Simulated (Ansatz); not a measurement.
# C4H7NS: the cost of one run

All numbers below are computed with Ansatz 0.2.0 (RKS BLYP-D4/cc-pVDZ).

### Step 1. The starting structure

Bond lengths: C1–C2 1.315 Å, C2–C3 1.475 Å, C2–S4 1.753 Å, S4–C5 1.713 Å, C5–N6 1.311 Å, C1–H7 1.128 Å, C1–H8 1.031 Å, C3–H9 1.162 Å, C3–H10 1.085 Å, C3–H11 1.087 Å, C5–H12 1.070 Å, N6–H13 1.036 Å. Angles (14 of 17 angles, heavy atoms first): C1–C2–C3 119.1°, C1–C2–S4 124.5°, C3–C2–S4 116.4°, C2–S4–C5 102.3°, S4–C5–N6 117.1°, C2–C1–H7 118.1°, C2–C1–H8 124.8°, C2–C3–H9 110.3°, C2–C3–H10 114.3°, C2–C3–H11 112.4°, S4–C5–H12 121.8°, N6–C5–H12 121.0°, C5–N6–H13 107.7°, H7–C1–H8 117.1°.

As a file:

```xyz
13

C    -1.5266   -1.2852   -0.0660
C    -0.4484   -0.6156    0.2777
C     0.8496   -1.3148    0.3115
S    -0.4384    1.0686    0.7632
C     0.3550    1.8231   -0.5544
N     0.6721    3.0879   -0.4166
H    -2.5108   -0.7340   -0.0839
H    -1.5346   -2.2699   -0.3728
H     1.3181   -1.2435    1.3726
H     0.7912   -2.3757    0.0909
H     1.5780   -0.8677   -0.3605
H     0.6387    1.2759   -1.4294
H     0.2766    3.4163    0.4824
```

### Step 2. End point A

input.yaml

```yaml
crystal:
  periodic: [false, false, false]
  atoms:
    - { symbol: C, position_ang: [-1.5266, -1.2852, -0.066] }
    - { symbol: C, position_ang: [-0.4484, -0.6156, 0.2777] }
    - { symbol: C, position_ang: [0.8496, -1.3148, 0.3115] }
    - { symbol: S, position_ang: [-0.4384, 1.0686, 0.7632] }
    - { symbol: C, position_ang: [0.355, 1.8231, -0.5544] }
    - { symbol: "N", position_ang: [0.6721, 3.0879, -0.4166] }
    - { symbol: H, position_ang: [-2.5108, -0.734, -0.0839] }
    - { symbol: H, position_ang: [-1.5346, -2.2699, -0.3728] }
    - { symbol: H, position_ang: [1.3181, -1.2435, 1.3726] }
    - { symbol: H, position_ang: [0.7912, -2.3757, 0.0909] }
    - { symbol: H, position_ang: [1.578, -0.8677, -0.3605] }
    - { symbol: H, position_ang: [0.6387, 1.2759, -1.4294] }
    - { symbol: H, position_ang: [0.2766, 3.4163, 0.4824] }
basis:
  gaussian: { orbitals: cc-pVDZ }
hamiltonian:
  xc: blyp
  dispersion: d4
relax:
  f_tol: 0.015
  max_steps: 40
output:
  orbitals: {}
```

On the command line:

```sh
ansatz run input.yaml --threads 2 --pin off --max-ram 3072MiB --backend cpu --events-out ev --progress --plain --runs-dir out
```

Q: Estimate wall time and peak memory on 2 threads of Intel Xeon 6975P-C (Granite Rapids), shared host.

About 19 s, with a peak of 0.19 GiB.
